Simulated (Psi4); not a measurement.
Job for Psi4: SAPT0/jun-cc-pV(D+d)Z on CH7NO (a complex).

```
memory 1800 MB

molecule dimer {
0 1
O    -3.38909147   -0.60956024   -0.01080746
H    -3.74774847    0.27812176    0.02152454
H    -2.42758347   -0.47196524    0.00532054
--
0 1
N     1.59326953   -0.31331724    0.02450354
H     1.88863353   -0.86595524   -0.77028646
H     1.90334953   -0.82403824    0.84136354
C     2.25260453    0.99504676   -0.01573746
H     1.94206253    1.57677176    0.84877754
H     3.34391353    0.95575176   -0.02469346
H     1.92589253    1.53096476   -0.90356146
units angstrom
symmetry c1
no_reorient
no_com
}

set {
  basis jun-cc-pV(D+d)Z
  scf_type df
  freeze_core true
}

energy('sapt0')
```

Output:

```
[...]
==> Input File <==

--------------------------------------------------------------------------
memory 1800 MB

molecule dimer {
0 1
O    -3.38909147   -0.60956024   -0.01080746
H    -3.74774847    0.27812176    0.02152454
H    -2.42758347   -0.47196524    0.00532054
--
0 1
N     1.59326953   -0.31331724    0.02450354
H     1.88863353   -0.86595524   -0.77028646
H     1.90334953   -0.82403824    0.84136354
C     2.25260453    0.99504676   -0.01573746
H     1.94206253    1.57677176    0.84877754
H     3.34391353    0.95575176   -0.02469346
H     1.92589253    1.53096476   -0.90356146
units angstrom
symmetry c1
no_reorient
no_com
}

set {
  basis jun-cc-pV(D+d)Z
  scf_type df
  freeze_core true
}

energy('sapt0')
--------------------------------------------------------------------------


   => Loading Basis Set <=

    Name: JUN-CC-PV(D+D)Z
    Role: ORBITAL
    Keyword: BASIS
    atoms 1              entry O          line   256 file jun-cc-pv_dpd_z.gbs
    atoms 2-3, 5-6, 8-10 entry H          line    60 file jun-cc-pv_dpd_z.gbs
    atoms 4              entry N          line   222 file jun-cc-pv_dpd_z.gbs
    atoms 7              entry C          line   188 file jun-cc-pv_dpd_z.gbs

   => Loading Basis Set <=

    Name: JUN-CC-PV(D+D)Z
    Role: ORBITAL
    Keyword: BASIS
    atoms 1              entry O          line   256 file jun-cc-pv_dpd_z.gbs
    atoms 2-3, 5-6, 8-10 entry H          line    60 file jun-cc-pv_dpd_z.gbs
    atoms 4              entry N          line   222 file jun-cc-pv_dpd_z.gbs
    atoms 7              entry C          line   188 file jun-cc-pv_dpd_z.gbs


  //>>>>>>>>>>>>>>>>>>>>>>>>>>>>>>>>>>>//
  //              Dimer HF             //
  //<<<<<<<<<<<<<<<<<<<<<<<<<<<<<<<<<<<//

   => Libint2 <=

    Primary   basis highest AM E, G, H:  7, 6, 3
    Auxiliary basis highest AM E, G, H:  7, 7, 4
    Onebody   basis highest AM E, G, H:  -, -, -
    Solid Harmonics ordering:            Gaussian


   => Loading Basis Set <=

    Name: JUN-CC-PV(D+D)Z
    Role: ORBITAL
    Keyword: BASIS
    atoms 1              entry O          line   256 file jun-cc-pv_dpd_z.gbs
    atoms 2-3, 5-6, 8-10 entry H          line    60 file jun-cc-pv_dpd_z.gbs
    atoms 4              entry N          line   222 file jun-cc-pv_dpd_z.gbs
    atoms 7              entry C          line   188 file jun-cc-pv_dpd_z.gbs


         ---------------------------------------------------------
                                   SCF
               by Justin Turney, Rob Parrish, Andy Simmonett
                          and Daniel G. A. Smith
                              RHF Reference
                        1 Threads,   1716 MiB Core
         ---------------------------------------------------------

  ==> Geometry <==

    Molecular point group: c1
    Full point group: C1

    Geometry (in Angstrom), charge = 0, multiplicity = 1:

       Center              X                  Y                   Z               Mass
    ------------   -----------------  -----------------  -----------------  -----------------
         O           -3.389091470000    -0.609560240000    -0.010807460000    15.994914619570
         H           -3.747748470000     0.278121760000     0.021524540000     1.007825032230
         H           -2.427583470000    -0.471965240000     0.005320540000     1.007825032230
         N            1.593269530000    -0.313317240000     0.024503540000    14.003074004430
         H            1.888633530000    -0.865955240000    -0.770286460000     1.007825032230
         H            1.903349530000    -0.824038240000     0.841363540000     1.007825032230
         C            2.252604530000     0.995046760000    -0.015737460000    12.000000000000
         H            1.942062530000     1.576771760000     0.848777540000     1.007825032230
         H            3.343913530000     0.955751760000    -0.024693460000     1.007825032230
         H            1.925892530000     1.530964760000    -0.903561460000     1.007825032230

  Running in c1 symmetry.

  Rotational constants: A =      0.91793  B =      0.04952  C =      0.04775 [cm^-1]
  Rotational constants: A =  27518.88990  B =   1484.63801  C =   1431.48069 [MHz]
  Nuclear repulsion =   68.871272855542173

  Charge       = 0
  Multiplicity = 1
  Electrons    = 28
  Nalpha       = 14
  Nbeta        = 14

  ==> Algorithm <==

  SCF Algorithm Type is DF.
  DIIS enabled.
  MOM disabled.
  Fractional occupation disabled.
  Guess Type is SAD.
  Energy threshold   = 1.00e-08
  Density threshold  = 1.00e-08
  Integral threshold = 1.00e-12

  ==> Primary Basis <==

  Basis Set: JUN-CC-PV(D+D)Z
    Blend: JUN-CC-PV(D+D)Z
    Number of shells: 45
    Number of basis functions: 89
    Number of Cartesian functions: 92
    Spherical Harmonics?: true
    Max angular momentum: 2

   => Loading Basis Set <=

    Name: (JUN-CC-PV(D+D)Z AUX)
    Role: JKFIT
    Keyword: DF_BASIS_SCF
    atoms 1              entry O          line   258 file jun-cc-pvdz-jkfit.gbs
    atoms 2-
[...]
ion by Irrep:
              A
    DOCC [     9 ]
    NA   [     9 ]
    NB   [     9 ]

  @DF-RHF Final Energy:   -95.22735186417991

   => Energetics <=

    Nuclear Repulsion Energy =             42.0626803966973029
    One-Electron Energy =                -211.3839705290116910
    Two-Electron Energy =                  74.0939382681344938
    Total Energy =                        -95.2273518641799086

Computation Completed


Properties will be evaluated at   0.000000,   0.000000,   0.000000 [a0]

Properties computed using the SCF density matrix


 Multipole Moments:

 ------------------------------------------------------------------------------------
     Multipole            Electronic (a.u.)      Nuclear  (a.u.)        Total (a.u.)
 ------------------------------------------------------------------------------------

 L = 1.  Multiply by 2.5417464519 to convert [e a0] to [Debye]
 Dipole X            :        -66.7977008           67.4110011            0.6133003
 Dipole Y            :        -11.6968248           11.6228639           -0.0739610
 Dipole Z            :         -0.1335802            0.1298237           -0.0037565
 Magnitude           :                                                    0.6177553

 ------------------------------------------------------------------------------------

  Constructing Basis Sets for SAPT...

   => Loading Basis Set <=

    Name: (JUN-CC-PV(D+D)Z AUX)
    Role: RIFIT
    Keyword: DF_BASIS_SAPT
    atoms 1              entry O          line   188 file jun-cc-pvdz-ri.gbs
    atoms 2-3, 5-6, 8-10 entry H          line    30 file jun-cc-pvdz-ri.gbs
    atoms 4              entry N          line   144 file jun-cc-pvdz-ri.gbs
    atoms 7              entry C          line   100 file jun-cc-pvdz-ri.gbs

   => Loading Basis Set <=

    Name: (JUN-CC-PV(D+D)Z AUX)
    Role: JKFIT
    Keyword: DF_BASIS_ELST
    atoms 1              entry O          line   258 file jun-cc-pvdz-jkfit.gbs
    atoms 2-3, 5-6, 8-10 entry H          line    70 file jun-cc-pvdz-jkfit.gbs
    atoms 4              entry N          line   202 file jun-cc-pvdz-jkfit.gbs
    atoms 7              entry C          line   146 file jun-cc-pvdz-jkfit.gbs


  //>>>>>>>>>>>>>>>>>>>>>>>>>>>>>>>>>>>//
  //               SAPT0               //
  //<<<<<<<<<<<<<<<<<<<<<<<<<<<<<<<<<<<//



        SAPT0
    Ed Hohenstein
     6 June 2009

      Orbital Information
  --------------------------
    NSO        =        89
    NMO        =        89
    NRI        =       293
    NRI (Elst) =       398
    NOCC A     =         5
    NOCC B     =         9
    FOCC A     =         1
    FOCC B     =         2
    NVIR A     =        84
    NVIR B     =        80

    Elst10,r            =    -0.001889577684 [Eh]
    Exch10              =     0.000021562438 [Eh]
    Exch10 (S^2)        =     0.000021561769 [Eh]

    Maxiter = 50
    CPHF R converge = 1.000000E-08

    Iter     Energy [mEh]          dE [mEh]         Residual      Time [s]
       1      -0.02340622       0.023406220     1.204609e-03             0
       2      -0.02832669       0.004920472     6.487264e-04             0
       3      -0.03046967       0.002142974     1.381336e-04             0
       4      -0.03053230       0.000062631     3.583222e-05             0
       5      -0.03045060      -0.000081700     4.668678e-06             0
       6      -0.03046089       0.000010289     8.634362e-07             0
       7      -0.03046011      -0.000000779     1.588814e-07             0
       8      -0.03046008      -0.000000031     4.196039e-08             0
       9      -0.03046011       0.000000031     6.352121e-09             0

    CHF Iterations converged

    Maxiter = 50
    CPHF R converge = 1.000000E-08

    Iter     Energy [mEh]          dE [mEh]         Residual      Time [s]
       1      -0.02985461       0.029854608     1.111029e-03             0
       2      -0.03523085       0.005376245     6.254645e-04             0
       3      -0.03783000       0.002599145     1.446987e-04             0
       4      -0.03794914       0.000119144     3.638203e-05             0
       5      -0.03781167      -0.000137473     5.846467e-06             0
       6      -0.03782081       0.000009144     2.281831e-06             0
       7      -0.03782332       0.000002505     5.663144e-07             0
       8      -0.03782241      -0.000000909     1.200798e-07             0
       9      -0.03782250       0.000000089     2.061901e-08             0
      10      -0.03782250      -0.000000001     3.878112e-09             0

    CHF Iterations converged

    Ind20,r (A<-B)      =    -0.000030460107 [Eh]
    Ind20,r (B<-A)      =    -0.000037822497 [Eh]
    Ind20,r             =    -0.000068282603 [Eh]
    Exch-Ind20,r (A<-B) =     0.000000123087 [Eh]
    Exch-Ind20,r (B<-A) =     0.000005487245 [Eh]
    Exch-Ind20,r        =     0.000005610332 [Eh]
    Disp20              =    -0.000106474967 [Eh]
    Disp20 (SS)         =    -0.000053237484 [Eh]
    Disp20 (OS)         =    -0.000053237484 [Eh]
    Exch-Disp20         =     0.000001595547 [Eh]
    Exch-Disp20 (SS)    =     0.000000960612 [Eh]
    Exch-Disp20 (OS)    =     0.000000634935 [Eh]

    SAPT Results
  --------------------------------------------------------------------------------------------------------
    Electrostatics                 -1.88957768 [mEh]      -1.18572790 [kcal/mol]      -4.96108553 [kJ/mol]
      Elst10,r                     -1.88957768 [mEh]      -1.18572790 [kcal/mol]      -4.96108553 [kJ/mol]

    Exchange                        0.02156244 [mEh]       0.01353063 [kcal/mol]       0.05661217 [kJ/mol]
      Exch10                        0.02156244 [mEh]       0.01353063 [kcal/mol]       0.05661217 [kJ/mol]
      Exch10(S^2)                   0.02156177 [mEh]       0.01353021 [kcal/mol]       0.05661042 [kJ/mol]

    Induction                      -0.06691558 [mEh]      -0.04199016 [kcal/mol]      -0.17568684 [kJ/mol]
      Ind20,r                      -0.06828260 [mEh]      -0.04284798 [kcal/mol]      -0.17927595 [kJ/mol]
      Exch-Ind20,r                  0.00561033 [mEh]       0.00352054 [kcal/mol]       0.01472992 [kJ/mol]
      delta HF,r (2)               -0.00424331 [mEh]      -0.00266272 [kcal/mol]      -0.01114082 [kJ/mol]

    Dispersion                     -0.10487942 [mEh]      -0.06581283 [kcal/mol]      -0.27536088 [kJ/mol]
      Disp20                       -0.10647497 [mEh]      -0.06681405 [kcal/mol]      -0.27954999 [kJ/mol]
      Exch-Disp20                   0.00159555 [mEh]       0.00100122 [kcal/mol]       0.00418911 [kJ/mol]
      Disp20 (SS)                  -0.05323748 [mEh]      -0.03340703 [kcal/mol]      -0.13977499 [kJ/mol]
      Disp20 (OS)                  -0.05323748 [mEh]      -0.03340703 [kcal/mol]      -0.13977499 [kJ/mol]
      Exch-Disp20 (SS)              0.00096061 [mEh]       0.00060279 [kcal/mol]       0.00252209 [kJ/mol]
      Exch-Disp20 (OS)              0.00063493 [mEh]       0.00039843 [kcal/mol]       0.00166702 [kJ/mol]

  Total HF                         -1.93493083 [mEh]      -1.21418743 [kcal/mol]      -5.08016019 [kJ/mol]
  Total SAPT0                      -2.03981025 [mEh]      -1.28000026 [kcal/mol]      -5.35552107 [kJ/mol]

  Special recipe for scaled SAPT0 (see Manual):
    Electrostatics sSAPT0          -1.88957768 [mEh]      -1.18572790 [kcal/mol]      -4.96108553 [kJ/mol]
    Exchange sSAPT0                 0.02156244 [mEh]       0.01353063 [kcal/mol]       0.05661217 [kJ/mol]
    Induction sSAPT0               -0.06691506 [mEh]      -0.04198983 [kcal/mol]      -0.17568547 [kJ/mol]
    Dispersion sSAPT0              -0.10487927 [mEh]      -0.06581274 [kcal/mol]      -0.27536049 [kJ/mol]
  Total sSAPT0                     -2.03980958 [mEh]      -1.27999984 [kcal/mol]      -5.35551931 [kJ/mol]
  --------------------------------------------------------------------------------------------------------



*** Psi4 exiting successfully. Buy a developer a beer!
```

The run finished.

Cost: very roughly 9 core-seconds.
